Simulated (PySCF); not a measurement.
Species: C₅H₈F (doublet state).
SMILES with atom numbers: `[F:1][CH2:2][C@@H:3]1[CH:4][CH2:5][CH2:6]1` (hydrogens: H7, H8 on C2; H9 on C3; H10 on C4; H11, H12 on C5; H13, H14 on C6)

Structure used (GFN2-xTB), in Å, numbered top down from 1:
```
atom  x, y, z in Å
F1     2.5114    0.9739   -0.0324
C2     1.6976   -0.0915   -0.3360
C3     0.4313   -0.0640    0.5198
C4    -0.5571   -1.1313    0.2278
C5    -1.6284   -0.1854   -0.1611
C6    -0.6465    0.9692    0.1191
H7     1.4599   -0.0157   -1.4015
H8     2.2786   -0.9999   -0.1446
H9     0.7500    0.0069    1.5679
H10   -0.4733   -2.1973    0.1761
H11   -1.9739   -0.2644   -1.1975
H12   -2.5194   -0.1974    0.4746
H13   -0.3835    1.5589   -0.7555
H14   -0.9474    1.6376    0.9213
```

The hyperfine couplings belong to this conformer and change with its torsions.

Computed with UKS B3LYP, pcH-1 on C F H, non-relativistic, mean-field spin-orbit, GIAO (PySCF). One conformer (not necessarily the lowest) at the GFN2-xTB geometry, without solvent, vibrations or thermal averaging. The geometry wasn't refined by DFT: couplings that depend on bond lengths, twists or pyramidal angles can differ widely from those at the functional's own minimum. Stability of the SCF solution: not tested.

(1) What is the g tensor, term by term?

(2) At 9.751 GHz, how far is the centre of the isotropic spectrum from where a free electron (g = 2.002319) resonates?

(3) What are the electron Larmor frequencies g μB B/h along the three axes at 1200 mT?

(4) In a frozen sample, at which fields do the three g values resonate at 9.5, 34, 94 and 263 GHz (hyperfine left aside), and which band first spreads them over more than twice a line width of 1.0 mT?

Results:

(1) 
```json
{"Δg (ppm)": "relativistic mass correction", "1": "-142", "2": "-142", "3": "-142"}
{"Δg (ppm)": "gauge correction", "1": "9", "2": "27", "3": "27"}
{"Δg (ppm)": "orbital Zeeman/spin–orbit", "1": "-42", "2": "617", "3": "759"}
{"Δg (ppm)": "total", "1": "-175", "2": "502", "3": "644"}
```

So g = 2.00214, 2.00282, 2.00296 and g_iso = 2.00264; the tensor is rhombic: the two nearest values differ by 17 % of g3 − g1. Axes: g2 points within 9° of the C4–C5 bond and g3 points within 13° of the C3–C4 bond.

(2) B = hν/(g μB) with μB/h = 13.99624 MHz/mT gives 347.94 mT for the free electron and 347.88 mT at g_iso, 0.06 mT lower.

(3) 33.6270, 33.6384, 33.6408 GHz for g1, g2 and g3, a range of 13.8 MHz.

(4) 
```csv
band,GHz,B(g3) mT,B(g2) mT,B(g1) mT,spread mT
X,9.5,338.87,338.90,339.01,0.14
Q,34.0,1212.81,1212.90,1213.31,0.50
W,94.0,3353.08,3353.31,3354.45,1.37
J,263.0,9381.48,9382.14,9385.32,3.84
```

The spread grows in proportion to the frequency. J band is the first where it exceeds 2.0 mT.

The Mulliken spin populations are largest on C4 (+1.01), C5 (-0.09) and C3 (-0.08). C4 is the only atom above +0.15. The positive populations add up to 1.22 and the negative ones to -0.22, together 2S = 1. The angles at C4 add up to 359.4°, so it is planar; its axial dipolar tensor and the negative coupling of its proton fit spin in a p orbital normal to that plane.

The HOMO–LUMO gaps are 6.74 eV among the α and 6.78 eV among the β orbitals.
